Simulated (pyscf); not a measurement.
This saddle point was located with ωB97X-D3(BJ)/def2-SVP in PySCF.

```xyz
8

Cl    -0.4308     0.0446     1.8999
Si    -1.3733    -0.4058     0.1233
Cl    -2.0036    -2.3956     0.2846
H     -2.5995     0.4080    -0.0127
N     -0.2048     0.3929    -1.0731
H      0.2048     1.6726    -1.2287
H      0.7170    -0.0487    -0.9904
H     -0.5118     0.2125    -2.0341
```
Charge 0, spin multiplicity 2.

Surface: doublet, charge 0. Lowest wavenumbers (cm⁻¹): 1775i, 156, 190, 203, 246.

Question: What reaction is this the transition state of?

Answer: Cl–SiH•–Cl + NH₃ ⇌ H₂N–SiH(Cl)–Cl + H•, a substitution at N read from left to right: H–N broken and N–Si formed. At ωB97M-D3(BJ)/def2-TZVP it lies +19.3 kcal/mol from the left side and +19.4 kcal/mol from the right (each side as separated species at their lowest minima found). On the reactant side the descent ends in a bound adduct, 9.4 kcal/mol under the separated species and 30.6 kcal/mol under the saddle at ωB97X-D3(BJ)/def2-TZVP. The same reactants have a lower exit, to HCl + H₂N–SiH•–Cl (barrier +13.2 kcal/mol at ωB97M-D3(BJ), against +19.3 kcal/mol here). This is the saddle that the search found; another between the same sides may lie lower. The angle at the attacked N is 132°.
